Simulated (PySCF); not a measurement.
Method: PySCF with PBE0-D4/def2-TZVP. All species are isolated molecules in the gas phase. 

Reference species (SMILES): `[CH2]C` (neutral, multiplicity 2).

| Quantity | Value |
|---|---|
| highest occupied spin orbital | -5.93 eV |

Changed species: `[SeH]` (radical fragment; the reference has radical fragment).

What does the change do to the highest occupied spin orbital?

the highest occupied spin orbital drops by 1.05 eV, to -6.98 eV.
